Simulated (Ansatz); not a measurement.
C7H16, SMILES `CCCCC(C)C` at its PBE0-D4/def2-TZVP geometry, where that method's forces vanish. The species carries charge 0 and has multiplicity 1.

```json
{"atom": "C1", "x (Å)": "2.572", "y (Å)": "0.346", "z (Å)": "-0.647"}
{"atom": "C2", "x (Å)": "1.883", "y (Å)": "-0.681", "z (Å)": "0.237"}
{"atom": "C3", "x (Å)": "0.902", "y (Å)": "-0.077", "z (Å)": "1.236"}
{"atom": "C4", "x (Å)": "-0.238", "y (Å)": "0.727", "z (Å)": "0.621"}
{"atom": "C5", "x (Å)": "-1.109", "y (Å)": "-0.017", "z (Å)": "-0.389"}
{"atom": "C6", "x (Å)": "-1.762", "y (Å)": "-1.252", "z (Å)": "0.215"}
{"atom": "C7", "x (Å)": "-2.161", "y (Å)": "0.920", "z (Å)": "-0.963"}
{"atom": "H8", "x (Å)": "3.090", "y (Å)": "1.098", "z (Å)": "-0.044"}
{"atom": "H9", "x (Å)": "1.862", "y (Å)": "0.872", "z (Å)": "-1.289"}
{"atom": "H10", "x (Å)": "3.313", "y (Å)": "-0.125", "z (Å)": "-1.297"}
{"atom": "H11", "x (Å)": "1.367", "y (Å)": "-1.415", "z (Å)": "-0.392"}
{"atom": "H12", "x (Å)": "2.639", "y (Å)": "-1.246", "z (Å)": "0.791"}
{"atom": "H13", "x (Å)": "0.492", "y (Å)": "-0.879", "z (Å)": "1.859"}
{"atom": "H14", "x (Å)": "1.455", "y (Å)": "0.577", "z (Å)": "1.920"}
{"atom": "H15", "x (Å)": "-0.884", "y (Å)": "1.094", "z (Å)": "1.429"}
{"atom": "H16", "x (Å)": "0.167", "y (Å)": "1.622", "z (Å)": "0.137"}
{"atom": "H17", "x (Å)": "-0.468", "y (Å)": "-0.345", "z (Å)": "-1.218"}
{"atom": "H18", "x (Å)": "-1.025", "y (Å)": "-1.979", "z (Å)": "0.562"}
{"atom": "H19", "x (Å)": "-2.388", "y (Å)": "-0.977", "z (Å)": "1.070"}
{"atom": "H20", "x (Å)": "-2.402", "y (Å)": "-1.753", "z (Å)": "-0.516"}
{"atom": "H21", "x (Å)": "-2.835", "y (Å)": "1.273", "z (Å)": "-0.176"}
{"atom": "H22", "x (Å)": "-1.702", "y (Å)": "1.798", "z (Å)": "-1.425"}
{"atom": "H23", "x (Å)": "-2.770", "y (Å)": "0.420", "z (Å)": "-1.721"}
```

(1) For each bond, give half the difference of the two atoms' forces along it (eV/Å; positive pushes the atoms apart) under PBE-D4, r2SCAN-D4, B3LYP-D4, ωB97M-V in def2-TZVPP. (Estimate.)

Results:

(1) The calculation gave: 
```
  bond  length (Å)  PBE-D4  r2SCAN-D4  B3LYP-D4  ωB97M-V
 C1–H8       1.094    0.11      -0.03     -0.06    -0.07
C1–H10       1.092    0.09      -0.04     -0.08    -0.08
 C2–C3       1.525    0.01       0.08      0.14     0.12
C2–H11       1.096    0.11      -0.04     -0.11    -0.11
C2–H12       1.095    0.10      -0.05     -0.11    -0.11
C3–H13       1.095    0.10      -0.05     -0.12    -0.11
 C4–C5       1.527    0.01       0.06      0.11     0.07
C4–H15       1.097    0.11      -0.04     -0.11    -0.09
 C5–C7       1.522    0.01       0.09      0.15     0.14
C6–H18       1.092    0.10      -0.04     -0.09    -0.07
C6–H19       1.095    0.11      -0.02     -0.06    -0.06
C7–H21       1.095    0.11      -0.03     -0.06    -0.07
C7–H22       1.093    0.10      -0.03     -0.07    -0.07
C7–H23       1.093    0.10      -0.04     -0.08    -0.08
```

B3LYP here is the variant with VWN-RPA as its local correlation; programs differ in this.

All numbers were calculated with Ansatz.
